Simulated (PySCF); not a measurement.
**CO: one state, many levels of theory**

State: ¹Σ⁺ (singlet), closed shell. Set-up: PySCF, no relativity, basis sets C aug-pcseg-1, O aug-pcseg-1. De refers to C + O in their high-spin ground configurations, without counterpoise correction. A positive dipole means C(−)O(+).

```json
{"Level": "RHF", "Re (Å)": "1.109", "ωe (cm⁻¹)": "2436", "De (eV)": "7.65", "μ (D)": "-0.16"}
{"Level": "RHF-MP2", "Re (Å)": "1.147", "ωe (cm⁻¹)": "2112", "De (eV)": "11.32", "μ (D)": "n/a"}
{"Level": "RHF-SCS-MP2", "Re (Å)": "1.144", "ωe (cm⁻¹)": "2139", "De (eV)": "11.08", "μ (D)": "n/a"}
{"Level": "RHF-CCSD", "Re (Å)": "1.137", "ωe (cm⁻¹)": "2212", "De (eV)": "10.46", "μ (D)": "n/a"}
{"Level": "RHF-CCSD(T)", "Re (Å)": "1.143", "ωe (cm⁻¹)": "2149", "De (eV)": "10.71", "μ (D)": "n/a"}
{"Level": "PBE", "Re (Å)": "1.143", "ωe (cm⁻¹)": "2129", "De (eV)": "11.61", "μ (D)": "0.19"}
{"Level": "BLYP", "Re (Å)": "1.145", "ωe (cm⁻¹)": "2108", "De (eV)": "11.26", "μ (D)": "0.14"}
{"Level": "r²SCAN", "Re (Å)": "1.134", "ωe (cm⁻¹)": "2196", "De (eV)": "11.04", "μ (D)": "0.15"}
{"Level": "PBE0", "Re (Å)": "1.130", "ωe (cm⁻¹)": "2243", "De (eV)": "11.05", "μ (D)": "0.11"}
{"Level": "BHandHLYP", "Re (Å)": "1.119", "ωe (cm⁻¹)": "2327", "De (eV)": "10.29", "μ (D)": "-0.01"}
{"Level": "M06-2X", "Re (Å)": "1.127", "ωe (cm⁻¹)": "2282", "De (eV)": "11.21", "μ (D)": "0.05"}
{"Level": "CAM-B3LYP", "Re (Å)": "1.128", "ωe (cm⁻¹)": "2253", "De (eV)": "11.04", "μ (D)": "0.07"}
```

Problem. Which functional lies closest to RHF-CCSD(T) in De, which farthest, and by how much do they differ from it?

Solution. Closest is r²SCAN (-0.9 pm in Re, +2.2 % in ωe, +0.33 eV in De against RHF-CCSD(T) in the same basis), farthest PBE (+0.0 pm in Re, -0.9 % in ωe, +0.90 eV in De). CCSD(T) converges more slowly with the basis than the functionals do and binds too weakly in this one, so the order can change at the basis-set limit.

Problem. What does a quarter of exact exchange do here, going from PBE to PBE0?

Solution. PBE0 less PBE: -1.3 pm in Re, +5.4 % in ωe, -0.56 eV in De. Exact exchange removes part of the self-interaction that spreads semilocal densities, and in most molecules shortens and stiffens the bond and lowers De; so it does here.

Problem. What does the triples do here, going from RHF-CCSD to RHF-CCSD(T)?

Solution. RHF-CCSD(T) less RHF-CCSD: +0.6 pm in Re, -2.8 % in ωe, +0.25 eV in De. Correlation nearly always deepens the well. The bond lengthens, as in strong covalent bonds, where excitations into antibonding orbitals dominate.

Correlated steps freeze 2 core orbitals. Correlated levels converge slowly with the basis: in double zeta they bind strong bonds too weakly, by up to about 1 eV, and carry superposition errors of some tenths. Where the molecule has an RHF reference, its open-shell atoms are computed with UHF.

The whole job (state search and all levels along the bond) took about 0.84 min on 1 thread of Intel Xeon 6975P-C (shared host), peak memory 0.51 GiB.
